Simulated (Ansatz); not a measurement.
H$_{2}$NNa (`[NH2][Na]`) from Hartree–Fock to CCSD(T)

```tsv
atom	x (Å)	y (Å)	z (Å)
N1	0.161	0.099	0.116
Na2	-1.114	-1.280	-0.769
H3	-0.008	0.629	0.965
H4	0.962	0.552	-0.312
```

The species carries charge 0 and has multiplicity 1. Correlated methods include outer-core shells of Na, which these sets cover unevenly. Geometry: relaxed with PBE0-D4/def2-TZVP. Frozen core, restricted reference, the Gaussian-basis code of Ansatz. CBS rows extrapolate triple and quadruple zeta. For Na the program correlates outer-core shells too, which these sets cover unevenly, so the extrapolated numbers aren't a true limit.

| basis | HF (Eh) | MP2 corr. | CCSD corr. | (T) | CCSD(T) total |
| --- | --- | --- | --- | --- | --- |
| def2-SVP | -217.33086 | -0.19422 | -0.20508 | -0.00515 | -217.54109 |
| def2-TZVPP | -217.46340 | -0.40818 | -0.41964 | -0.01166 | -217.89470 |
| def2-QZVPP | -217.47411 | -0.45131 | -0.46169 | -0.01396 | -217.94976 |
| CBS(def2) | -217.47559 | -0.48326 | -0.49284 | -0.01567 | -217.98410 |
